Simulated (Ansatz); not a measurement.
A nudged elastic band was laid between two geometries of C3H4OS (9 atoms, charge 0, multiplicity 1).

The calculation used Ansatz, UKS PBE-D4/def2-SVP.

```yaml
movable_images: 5
climbing_image: yes
spring: 5.0 eV/Å²
optimiser: quadratic models (default)
start_path: through a guess of the saddle point
force_threshold: 0.03 eV/Å
iteration_limit: 60
end_points: relaxed
```

First end point:

```xyz
9
Properties=species:S:1:pos:R:3
C -0.362 1.433 -1.346
C 0.125 0.627 -0.565
C 0.654 -0.395 0.339
O 0.540 -1.695 -0.169
S -0.078 -0.153 2.049
H -0.778 2.158 -2.032
H 1.737 -0.225 0.519
H -0.395 -1.828 -0.419
H -1.354 0.031 1.606
```

Last end point:

```xyz
9
Properties=species:S:1:pos:R:3
C -0.523 1.504 -1.308
C -0.115 0.887 -0.312
C 0.449 0.196 0.738
O 0.812 -2.248 -0.318
S -0.222 0.133 2.253
H -0.873 2.040 -2.179
H 1.192 -1.464 0.159
H 0.810 -1.922 -1.237
H -1.440 0.828 2.188
```

(1) What changes between the two ends?

(2) Give the energies along the band, and the barrier.

(3) What is the geometry of the highest image?

Answers

(1) Bonds broken: C3–O4, C3–H7. Bonds formed: O4–H7. C3H4OS becomes C3H2S + H2O.

(2) The run converged. The highest image is number 4 of 0 to 6, 55.8 kcal/mol above the first end and 9.5 kcal/mol above the last; the last end lies 46.3 kcal/mol above the first. Neighbouring images differ by up to 1.2 eV, so the band resolves the path poorly. A vibrational analysis at the climbing image gives one clearly imaginary mode, 1062i cm⁻¹: a first-order saddle point. The orbitals stay closed-shell, which can raise the energy where a bond breaks towards radicals; this wasn't checked here.

```json
{"image": "0", "path coordinate (Å)": "0.00", "energy (kcal/mol)": "0.0", "C3–O4 (Å)": "1.40", "C3–H7 (Å)": "1.11", "O4–H7 (Å)": "2.02"}
{"image": "1", "path coordinate (Å)": "0.60", "energy (kcal/mol)": "1.9", "C3–O4 (Å)": "1.41", "C3–H7 (Å)": "1.11", "O4–H7 (Å)": "2.06"}
{"image": "2", "path coordinate (Å)": "1.20", "energy (kcal/mol)": "2.7", "C3–O4 (Å)": "1.42", "C3–H7 (Å)": "1.12", "O4–H7 (Å)": "2.10"}
{"image": "3", "path coordinate (Å)": "1.80", "energy (kcal/mol)": "27.5", "C3–O4 (Å)": "1.62", "C3–H7 (Å)": "1.09", "O4–H7 (Å)": "1.73"}
{"image": "4", "path coordinate (Å)": "2.40", "energy (kcal/mol)": "55.8", "C3–O4 (Å)": "2.07", "C3–H7 (Å)": "1.24", "O4–H7 (Å)": "1.29"}
{"image": "5", "path coordinate (Å)": "2.95", "energy (kcal/mol)": "47.3", "C3–O4 (Å)": "2.46", "C3–H7 (Å)": "1.76", "O4–H7 (Å)": "1.01"}
{"image": "6", "path coordinate (Å)": "3.49", "energy (kcal/mol)": "46.3", "C3–O4 (Å)": "2.69", "C3–H7 (Å)": "1.91", "O4–H7 (Å)": "0.99"}
```

(3) 
```xyz
9
Properties=species:S:1:pos:R:3
C -0.447 1.447 -1.334
C -0.012 0.735 -0.427
C 0.537 -0.035 0.604
O 0.543 -1.982 -0.109
S -0.103 0.001 2.186
H -0.819 2.077 -2.130
H 1.259 -0.998 0.311
H 0.503 -1.770 -1.067
H -1.373 0.479 1.950
```

Run time: 4.1 min on 2 threads of Arm Neoverse V1, with other jobs on the host, peak memory 0.16 GiB.
